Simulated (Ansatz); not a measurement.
Worked example: Si–O–SiH, quartet against Si–O–SiH, doublet

Geometry (PBE0/def2-TZVP stationary point of a doublet), kept for both states (Si–O–SiH, doublet: A''; Si–O–SiH, quartet: A''):

```xyz
4

Si    0.0000    0.0192    1.6628
O     0.0000    0.0469    0.0453
Si    0.0000   -0.0967   -1.6207
H     0.0000    1.4158   -1.8906
```

Basis cc-pVDZ; Ansatz 0.2.0. Only valence electrons are correlated (noble-gas cores frozen). Prefix R: restricted or restricted open-shell reference; prefix U: unrestricted.

Full CI isn't at hand for all of this; UCCSDT(Q) serves as the reference, and is uncertain by about the last step of the cluster series.

```tsv
level	E(Si–O–SiH, doublet) (hartree)	E(Si–O–SiH, quartet) (hartree)
UMP2	-653.597677	-653.530670
UCCSD(T)	-653.643753	-653.571092
PBE	-654.386743	-654.313973
wB97M-V	-654.704825	-654.623836
UCCSDT(Q)	-653.646390	-653.573329
```

**Question.** Give the vertical gap, Si–O–SiH quartet less Si–O–SiH doublet, at each level in eV (1 hartree = 27.2114 eV), and each error against UCCSDT(Q).

**Answer.** UCCSDT(Q): (-653.573329 − (-653.646390)) × 27.2114 = 1.988 eV (the reference)
wB97M-V: (-654.623836 − (-654.704825)) × 27.2114 = 2.204 eV, error 0.216 eV
PBE: (-654.313973 − (-654.386743)) × 27.2114 = 1.980 eV, error -0.008 eV
UCCSD(T): (-653.571092 − (-653.643753)) × 27.2114 = 1.977 eV, error -0.011 eV
UMP2: (-653.530670 − (-653.597677)) × 27.2114 = 1.823 eV, error -0.165 eV

Total energies of functionals can't be set beside those of wave-function methods, since they hold the core's correlation and their own absolute errors; only the differences compare.

In so small a basis the reference is far from its limit while semilocal and hybrid functionals are nearer theirs, so the functionals' errors here hold much of the reference's basis and frozen-core error, which can add to them or hide them.

Each level lands on the state that its own search finds. T1 diagnostics of restricted CCSD: 0.033 and 0.032.
